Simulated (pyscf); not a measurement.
Single points on ωB97X-D3(BJ)/def2-SVP structures (PySCF, gas phase).

Problem. H₃C–CH₂–ZnH + H₂S → H₃C–CH₂–Zn–SH + hydrogen (H₂)
Surface: singlet. Broken: H–Zn, H–S. Formed: S–Zn, H–H. Give ΔE‡ and ΔE from PBE0-D3(BJ)/def2-TZVP, relative to the separated reactants.

Solution. ΔE‡ = 10.2 kcal/mol, ΔE = -20.5 kcal/mol. ωB97M-D3(BJ)/def2-TZVP gives 16.2 kcal/mol and -18.7 kcal/mol. Zero-point energy shifts the barrier by -0.1 kcal/mol. It is a four-centre exchange, with an imaginary mode of 1214i cm⁻¹. On the reactant side the descent ends in a complex, 6.9 kcal/mol under the separated species and 20.2 kcal/mol under the saddle at ωB97X-D3(BJ)/def2-TZVP. At ωB97X-D3(BJ) the barrier from the zero used here is 13.3 kcal/mol. This is the saddle that the search found; another between the same sides may lie lower. Elements up to Kr have no core potential and no relativistic terms here.
